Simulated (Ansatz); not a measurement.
C3H7FO2, SMILES `CCC(O)(O)F`, relaxed with RKS PBE-D4/def2-SVP in Ansatz 0.2.0 from a rough embedded geometry. The force threshold is 0.03 eV/Å; the program also tests the step.

Charge 0, multiplicity 1.

Start:

```xyz
13

C    -0.575   -1.523    0.284
C    -0.627    0.005    0.434
C     0.592    0.699   -0.126
O     0.782    0.442   -1.569
O     0.472    2.101   -0.024
F     1.718    0.371    0.513
H    -0.495   -1.825   -0.731
H    -1.420   -1.934    0.770
H     0.391   -1.888    0.828
H    -0.720    0.286    1.468
H    -1.517    0.328   -0.088
H    -0.035    0.593   -1.969
H     1.435    2.345    0.210
```

(1) How much energy does the relaxation release, and in how many steps? (An estimate is asked.)

(2) Which bonds change most? (Best estimate.)

(3) Give the relaxed structure. (Estimate.)

Results:

(1) The calculation gave: 65.56 kJ/mol, in 9 steps.

(2) The calculation gave: C3–O4 from 1.478 to 1.403 Å; C1–H9 from 1.168 to 1.107 Å; O4–H12 from 0.922 to 0.976 Å; C3–F6 from 1.335 to 1.386 Å.

(3) Ansatz gave: 
```xyz
13

C    -0.561   -1.530    0.307
C    -0.624   -0.014    0.466
C     0.607    0.698   -0.096
O     0.854    0.432   -1.451
O     0.481    2.054    0.151
F     1.742    0.213    0.535
H    -0.452   -1.811   -0.760
H    -1.475   -2.012    0.704
H     0.313   -1.943    0.848
H    -0.711    0.277    1.532
H    -1.515    0.411   -0.043
H     0.074    0.749   -1.942
H     1.266    2.477   -0.252
```
